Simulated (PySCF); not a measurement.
Process, species as SMILES: S (H2S) → [SH-] + H+
B3LYP-D3(BJ)/def2-TZVP geometries, fixed; electronic energies without zero-point terms.

Basis-set convergence of the deprotonation energy at PBE with PySCF. All functions are spherical. Density fitting with generated auxiliary sets. No added dispersion term, no relativity. Functions are those of the species that has most. Reference: the value in aug-pcseg-3, 354.22 kcal/mol, itself unsure by roughly 0.05 kcal/mol (its mean distance from aug-cc-pV(Q+d)Z, def2-QZVPPD). Deviations are taken from unrounded values.

| basis | functions | deprotonation energy (kcal/mol) | minus reference (kcal/mol) |
|---|---|---|---|
| 6-31G** | 28 | 364.50 | 10.28 |
| def2-SVP | 28 | 377.48 | 23.26 |
| 6-311G** | 38 | 354.03 | -0.19 |
| def2-SVPD | 43 | 351.59 | -2.63 |
| def2-TZVP | 49 | 362.58 | 8.36 |
| 6-311++G(3df,3pd) | 83 | 354.54 | 0.32 |
| aug-cc-pV(T+d)Z | 101 | 354.15 | -0.08 |
| def2-QZVPPD | 145 | 354.17 | -0.05 |
| aug-cc-pV(Q+d)Z | 181 | 354.28 | 0.06 |

The smallest set listed that lies within 2 kcal/mol of the reference with all its larger relatives (same family, alike in diffuse functions; a set with none counts only in the reference's own line) is aug-cc-pV(T+d)Z (101 functions, -0.08 kcal/mol off). Inside, with no larger relative to test it: 6-311G**, 6-311++G(3df,3pd), def2-QZVPPD.
